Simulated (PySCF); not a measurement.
**PO2 (phosphorus dioxide) at UCCSD(T)/STO-6G**

Aim: the energy change on altering one bond length of PO2 (phosphorus dioxide) at UCCSD(T)/STO-6G, from 2 runs. The job is set up through a Python script.

The results are computed with PySCF 2.14.0.

21 further runs of the same task are left out: 8 that didn't finish, 13 set aside as unsound or not needed.

## (1) The system as given

The species is PO2 (3 atoms), meant as a doublet with charge 0. SMILES: `[O]P=O`. The coordinates come from a GFN2-xTB relaxation.

Bond lengths: O1–P2 1.464 Å, P2–O3 1.464 Å. Angles: O1–P2–O3 123.4°.

## (2) The energy at UCCSD(T)/STO-6G

File calc.py:

```python
# phosphorus dioxide
from pyscf import gto, scf, cc

molecule = gto.M(
    atom=[
    ('O', (0.331710, 1.226310, 0.317670)),
    ('P', (-0.403940, 0.077030, -0.212130)),
    ('O', (0.072230, -1.303340, -0.105540)),
],
    max_memory=1860,
    spin=1,
    charge=0,
    verbose=3,
    basis='sto-6g',
)

mf = scf.UHF(molecule)
mf.conv_tol = 1e-10
mf.kernel()
if not mf.converged:
    mf = mf.newton().run(mf.mo_coeff, mf.mo_occ)

mycc = cc.CCSD(mf, frozen=7)
mycc.kernel()
e_t = mycc.ccsd_t()
e_final = mycc.e_tot + e_t
print(f'total energy: {e_final:.8f} hartree')
```

Launch:

```sh
OMP_NUM_THREADS=1 python calc.py
```

Output:

```text
converged SCF energy = -488.490949684429  <S^2> = 0.78939195  2S+1 = 2.0390115
E(UCCSD) = -488.6689444729474  E_corr = -0.1779947885179612
UCCSD(T) correction = -0.0232623962723296
total energy: -488.69220687 hartree
```

Wall time 1.2 s (1 thread of Arm Neoverse V1, shared host); peak memory 0.1 GiB.

## (3) The distorted shape

File calc.py:

```python
from pyscf import gto, cc

mol = gto.Mole()
mol.atom = '''
O     -0.239704     2.882783     0.189760
P     -0.975354     1.733503    -0.340040
O      0.072230    -1.303340    -0.105540
'''
mol.basis = 'sto-6g'
mol.verbose = 3
mol.spin = 1
mol.max_memory = 1860
mol.build()

mf = mol.UHF()
mf.conv_tol = 1e-10
mf.kernel()
if not mf.converged:
    mf = mf.newton().run(mf.mo_coeff, mf.mo_occ)

mycc = cc.CCSD(mf, frozen=7)
mycc.kernel()
e_t = mycc.ccsd_t()
etot = mycc.e_tot + e_t
print('Final energy', etot)
```

Launch:

```sh
OMP_NUM_THREADS=1 python calc.py
```

Output:

```text
WARN: HOMO -0.0196551523360285 >= LUMO -0.129678135178526

SCF not converged.
SCF energy = -488.219515013012 after 50 cycles  <S^2> = 0.92265232  2S+1 = 2.1657815
converged SCF energy = -488.528467931915  <S^2> = 1.7507229  2S+1 = 2.8289383
E(UCCSD) = -488.6466054788073  E_corr = -0.1181375468923585
UCCSD(T) correction = -0.00701346539310744
Final energy -488.65361894420045
```

Wall time 1.9 s (1 thread of Arm Neoverse V1, shared host); peak memory 0.12 GiB.

## (4) Summary of results

At UCCSD(T)/STO-6G, 7 core orbitals frozen:

| quantity | value |
| --- | --- |
| first shape: total energy | -488.69221 Eh |
| first shape: dipole moment (Hartree–Fock density) | 1.41 D |
| first shape: HOMO energy (Hartree–Fock orbitals) (highest over α and β) | -7.20 eV |
| first shape: LUMO energy (Hartree–Fock orbitals) (lowest over α and β) | 5.00 eV |
| first shape: correlation energy (7 core orbitals frozen) | -201.3 mEh |
| first shape: (T) correction | -23.26 mEh |
| first shape: ⟨S²⟩ of the reference determinant | 0.789 |
| first shape: T1 diagnostic | 0.036 |
| distorted shape: total energy | -488.65362 Eh |
| distorted shape: dipole moment (Hartree–Fock density) | 1.62 D |
| distorted shape: HOMO energy (Hartree–Fock orbitals) (highest over α and β) | -5.06 eV |
| distorted shape: LUMO energy (Hartree–Fock orbitals) (lowest over α and β) | 6.13 eV |
| distorted shape: correlation energy (7 core orbitals frozen) | -125.2 mEh |
| distorted shape: (T) correction | -7.01 mEh |
| distorted shape: ⟨S²⟩ of the reference determinant | 1.751 |
| distorted shape: T1 diagnostic | 0.023 |
| energy change with the P2–O3 bond stretched from 1.464 to 3.221 Å | 1.050 eV |

**Reading.** With the P2–O3 bond stretched from 1.464 to 3.221 Å the energy rises by 1.05 eV (24 kcal/mol). The first shape isn't relaxed at this level, so the change isn't measured from a minimum. The minimal basis adds a large error of its own. The triples (first shape) make up 11.6 % of the correlation energy. ⟨S²⟩ (distorted shape) is 1.75 where a pure doublet has 0.75: the reference is spin-contaminated. Mulliken charges (distorted shape) of the mean-field density run from -0.44 on O1 to +0.44 on P2; they depend strongly on the basis. The triples (distorted shape) make up 5.6 % of the correlation energy.
